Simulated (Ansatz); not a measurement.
Ideal-gas functions of BH₅SSi (`BS[SiH3]`) at 400 K and 1 bar, from an Ansatz frequency run at PBE0-D4/def2-TZVP.

Molar mass 76.0 g/mol, point group Cs (symmetry number 1), electronic degeneracy 1, moments of inertia 32.355, 113.491, 139.898 u Å². Harmonic wavenumbers (cm⁻¹, unscaled): 74, 177, 361, 498, 623, 627, 805, 832, 920, 940, 943, 945, 1204, 2238, 2251, 2252, 2591, 2695.

Use S(trans) = R[1.5 ln M + 2.5 ln T − 1.1517]; rotational temperatures θ = 24.2544 K / I; S(rot) = R[ln(√π/σ · √(T³/θAθBθC)) + 1.5]; for each mode x = 1.438777 ν̃/T, S = R[x/(eˣ − 1) − ln(1 − e⁻ˣ)] and H = RT x/(eˣ − 1); 1 cm⁻¹ = 0.0119627 kJ/mol; R = 8.31446 J/(mol·K).

Q: By hand: the entropy, in J/(mol·K).

A: Translation 169.0. Rotation: θ = 0.7496, 0.2137, 0.1734 K, giving 106.9. Vibration, mode by mode: 19.34, 12.21, 6.70, 4.50, 3.15, 3.12, 1.88, 1.74, 1.35, 1.28, 1.27, 1.26, 0.59, 0.02, 0.02, 0.02, 0.01, 0.01, in all 58.5. Electronic 0.0. Sum 334.4 J/(mol·K).

Q: By hand: H − E and G − E in kJ/mol, counted from the electronic energy.

A: Zero-point energy ½ × 20976 × 0.0119627 = 125.5; thermal vibration 12.8; translation, rotation and pV give 4 RT = 13.3. H − E = 151.6 kJ/mol, and G − E = 151.6 − 400 × 334.4/1000 = 17.8 kJ/mol.

Vibration gives 17 % of the entropy, 19.3 J/(mol·K) of it from the mode under 150 cm⁻¹: soft modes count most, and the harmonic formula is weakest for them.
